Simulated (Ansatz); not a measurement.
# Scan of [AlH₂···H···CH₃], doublet

Starting geometry:

```yaml
atoms:
  - { symbol: Al, position_ang: [-1.1506, 0.0000, 0.0000] }
  - { symbol: H, position_ang: [-1.9435, 1.3734, 0.0000] }
  - { symbol: H, position_ang: [-1.9435, -1.3734, 0.0000] }
  - { symbol: H, position_ang: [0.4352, 0.0000, 0.0000] }
  - { symbol: C, position_ang: [2.2964, 0.0000, 0.0000] }
  - { symbol: H, position_ang: [2.2964, -1.0800, 0.0000] }
  - { symbol: H, position_ang: [2.2964, 0.5400, 0.9353] }
  - { symbol: H, position_ang: [2.2964, 0.5400, -0.9353] }
```

From there H4 is moved from one fragment to the other while all else, the fragments' distance too, stays fixed, so the hump isn't the reaction's barrier; atoms are numbered as listed. Energies are in kcal/mol, counted from the starting geometry at the same level. Kohn–Sham curves are unrestricted where that lies lower.

Basis cc-pVDZ; Ansatz 0.2.0. Correlated methods freeze the noble-gas cores. Prefix R: restricted or restricted open-shell reference; prefix U: unrestricted.

In so small a basis the reference is far from its limit while semilocal and hybrid functionals are nearer theirs (RPA and double hybrids share much of the reference's basis error), so the functionals' errors here hold much of the reference's basis and frozen-core error, which can add to them or hide them.

Full CI isn't at hand for all of this; UCCSDT(Q) serves as the reference, and is uncertain by about the last step of the cluster series.

| distance Al1-H4 (Å) | UCCSDT(Q) | PBE | BLYP | r2SCAN | PBE0 | B3LYP | wB97M-V | B2PLYP | RPA-PBE |
| --- | --- | --- | --- | --- | --- | --- | --- | --- | --- |
| 1.586 | 0.0 | 0.0 | 0.0 | 0.0 | 0.0 | 0.0 | 0.0 | 0.0 | 0.0 |
| 1.696 | 1.8 | -0.7 | -0.1 | 0.4 | 0.4 | 0.7 | 1.4 | 1.4 | 1.5 |
| 1.916 | 5.1 | -1.8 | 0.1 | 1.6 | 1.3 | 2.4 | 3.9 | 4.1 | 3.3 |
| 2.137 | -1.0 | -7.7 | -4.7 | -3.7 | -4.8 | -2.9 | -2.6 | -1.8 | -3.5 |
| 2.357 | -4.3 | -8.7 | -5.4 | -5.8 | -7.4 | -5.0 | -6.0 | -5.0 | -6.5 |

**Question.** Judged by the spread of the error over the points with a reference (largest less smallest), which of these follows UCCSDT(Q) best and which worst?

**Answer.** Subtracting the UCCSDT(Q) column from each: best B2PLYP (errors from -1.0 to 0.0, spread 1.0 kcal/mol), worst PBE (from -6.9 to 0.0, spread 6.9 kcal/mol). Functionals and wave-function methods converge differently with the basis, so part of this is basis effect.
